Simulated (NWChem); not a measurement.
The numbers come from NWChem runs, not from measurements. System: CH$_{2}$O, charge 0, spin multiplicity 1, displaced from the optimised geometry.

The NWChem input:

```
start mol
memory heap 200 mb stack 900 mb global 1100 mb
geometry units angstroms nocenter noautoz noautosym
  C      0.000000     0.000000     0.522802
  O      0.000000     0.000000    -1.869339
  H     -0.944428     0.000000     1.124670
  H      0.944428     0.000000     1.124670
end
basis spherical
  * library cc-pvdz
end
dft
  xc xpbe96 cpbe96
  semidirect memsize 60000000 filesize 0
  iterations 100
end
task dft energy
```

The output up to the point where the run's verdict is printed (cleaned and shortened):

```
             Northwest Computational Chemistry Package (NWChem) 7.3.0
             --------------------------------------------------------

                                NWChem Input Module
                                -------------------

 Scaling coordinates for geometry "geometry" by  1.889725989
 (inverse scale =  0.529177249)

                             Geometry "geometry" -> ""
                             -------------------------

 Output coordinates in angstroms (scale by  1.889725989 to convert to a.u.)

  No.       Tag          Charge          X              Y              Z
 ---- ---------------- ---------- -------------- -------------- --------------
    1 C                    6.0000     0.00000000     0.00000000     0.52280200
    2 O                    8.0000     0.00000000     0.00000000    -1.86933900
    3 H                    1.0000    -0.94442800     0.00000000     1.12467000
    4 H                    1.0000     0.94442800     0.00000000     1.12467000

 Effective nuclear repulsion energy (a.u.)      19.2656377823

            Nuclear Dipole moment (a.u.)
            ----------------------------
        X                 Y               Z
 ---------------- ---------------- ----------------
     0.0000000000     0.0000000000   -18.0819565053


 Summary of "ao basis" -> "" (spherical)
 ------------------------------------------------------------------------------
       Tag                 Description            Shells   Functions and Types
 ---------------- ------------------------------  ------  ---------------------
 *                          cc-pvdz                   on all atoms

  pbe96 is a nonlocal functional; adding pw91lda local functional.

                                 NWChem DFT Module
                                 -----------------

 Summary of "ao basis" -> "ao basis" (spherical)
 ------------------------------------------------------------------------------
       Tag                 Description            Shells   Functions and Types
 ---------------- ------------------------------  ------  ---------------------
 C                          cc-pvdz                  6       14   3s2p1d
[...]
 d= 0,ls=0.5,diis    52   -114.0470282040 -8.95D-04  2.67D-04  1.14D-01     5.3
 d= 0,ls=0.5,diis    53   -114.0489246810 -1.90D-03  3.04D-04  9.94D-02     5.3
 d= 0,ls=0.5,diis    54   -114.0509686852 -2.04D-03  2.98D-04  8.32D-02     5.4
 d= 0,ls=0.5,diis    55   -114.0527910932 -1.82D-03  2.63D-04  6.91D-02     5.5
 d= 0,ls=0.5,diis    56   -114.0542437785 -1.45D-03  3.24D-04  5.78D-02     5.6
 d= 0,ls=0.5,diis    57   -114.0557994057 -1.56D-03  3.08D-04  4.55D-02     5.7
 d= 0,ls=0.5,diis    58   -114.0571149311 -1.32D-03  1.44D-04  3.55D-02     5.8
 d= 0,ls=0.5,diis    59   -114.0574692584 -3.54D-04  1.34D-04  3.33D-02     5.9
 d= 0,ls=0.5,diis    60   -114.0579452769 -4.76D-04  1.53D-04  2.95D-02     6.0
 d= 0,ls=0.5,diis    61   -114.0584530091 -5.08D-04  5.60D-05  2.54D-02     6.1
 d= 0,ls=0.5,diis    62   -114.0584757960 -2.28D-05  9.09D-05  2.55D-02     6.2
 d= 0,ls=0.5,diis    63   -114.0586815990 -2.06D-04  4.83D-05  2.40D-02     6.3
 d= 0,ls=0.5,diis    64   -114.0587503019 -6.87D-05  3.36D-05  2.35D-02     6.4
 d= 0,ls=0.5,diis    65   -114.0587377709  1.25D-05  3.67D-05  2.37D-02     6.5
 d= 0,ls=0.5,diis    66   -114.0588005105 -6.27D-05  2.55D-05  2.33D-02     6.6
 d= 0,ls=0.5,diis    67   -114.0587291086  7.14D-05  3.96D-05  2.39D-02     6.7
 d= 0,ls=0.5,diis    68   -114.0585982068  1.31D-04  4.14D-05  2.51D-02     6.8
 d= 0,ls=0.5,diis    69   -114.0585525977  4.56D-05  3.15D-05  2.54D-02     6.9
 d= 0,ls=0.5,diis    70   -114.0584766451  7.60D-05  1.48D-04  2.60D-02     6.9
 d= 0,ls=0.5,diis    71   -114.0587469255 -2.70D-04  3.05D-04  2.34D-02     7.0
 d= 0,ls=0.5,diis    72   -114.0596991033 -9.52D-04  1.24D-04  1.58D-02     7.1
 d= 0,ls=0.5,diis    73   -114.0599047868 -2.06D-04  1.11D-04  1.43D-02     7.2
 d= 0,ls=0.5,diis    74   -114.0601163056 -2.12D-04  6.16D-05  1.27D-02     7.3
 d= 0,ls=0.5,diis    75   -114.0602050187 -8.87D-05  1.62D-04  1.20D-02     7.4
 d= 0,ls=0.5,diis    76   -114.0605439506 -3.39D-04  1.10D-04  9.35D-03     7.5
 d= 0,ls=0.5,diis    77   -114.0607416009 -1.98D-04  5.42D-05  7.85D-03     7.6
 d= 0,ls=0.5,diis    78   -114.0608091159 -6.75D-05  6.50D-05  7.38D-03     7.7
 d= 0,ls=0.5,diis    79   -114.0608978299 -8.87D-05  4.35D-05  6.70D-03     7.8
 d= 0,ls=0.5,diis    80   -114.0609476168 -4.98D-05  2.68D-05  6.34D-03     7.9
 d= 0,ls=0.5,diis    81   -114.0609708072 -2.32D-05  2.09D-05  6.19D-03     8.0
 d= 0,ls=0.5,diis    82   -114.0609886902 -1.79D-05  1.36D-05  6.06D-03     8.0
 d= 0,ls=0.5,diis    83   -114.0609983800 -9.69D-06  1.77D-05  6.00D-03     8.1
 d= 0,ls=0.5,diis    84   -114.0610045431 -6.16D-06  1.75D-05  5.96D-03     8.2
 d= 0,ls=0.5,diis    85   -114.0610226195 -1.81D-05  1.42D-05  5.82D-03     8.3
 d= 0,ls=0.5,diis    86   -114.0610298246 -7.21D-06  9.48D-06  5.77D-03     8.4
 d= 0,ls=0.5,diis    87   -114.0610337982 -3.97D-06  1.82D-05  5.74D-03     8.5
 d= 0,ls=0.5,diis    88   -114.0610549503 -2.12D-05  6.03D-05  5.56D-03     8.6
 d= 0,ls=0.5,diis    89   -114.0611133858 -5.84D-05  5.10D-05  5.03D-03     8.7
 d= 0,ls=0.5,diis    90   -114.0611788315 -6.54D-05  3.53D-05  4.52D-03     8.7
 d= 0,ls=0.5,diis    91   -114.0612231256 -4.43D-05  6.42D-05  4.18D-03     8.8
 d= 0,ls=0.5,diis    92   -114.0613028218 -7.97D-05  5.99D-05  3.54D-03     8.9
 d= 0,ls=0.5,diis    93   -114.0613693689 -6.65D-05  6.26D-05  3.02D-03     9.0
 d= 0,ls=0.5,diis    94   -114.0614318945 -6.25D-05  5.63D-05  2.53D-03     9.1
 d= 0,ls=0.5,diis    95   -114.0614823479 -5.05D-05  3.69D-05  2.14D-03     9.2
 d= 0,ls=0.5,diis    96   -114.0615118993 -2.96D-05  3.55D-05  1.92D-03     9.3
 d= 0,ls=0.5,diis    97   -114.0615405747 -2.87D-05  3.44D-05  1.70D-03     9.4
 d= 0,ls=0.5,diis    98   -114.0615657279 -2.52D-05  3.11D-05  1.51D-03     9.5
 d= 0,ls=0.5,diis    99   -114.0615853231 -1.96D-05  2.60D-05  1.36D-03     9.6
 d= 0,ls=0.5,diis   100   -114.0616006933 -1.54D-05  2.35D-05  1.24D-03     9.7
```

The run did not converge; its last values are not results. The next line reads: Calculation failed to converge. NWChem stopped with the message: dft energy failed.
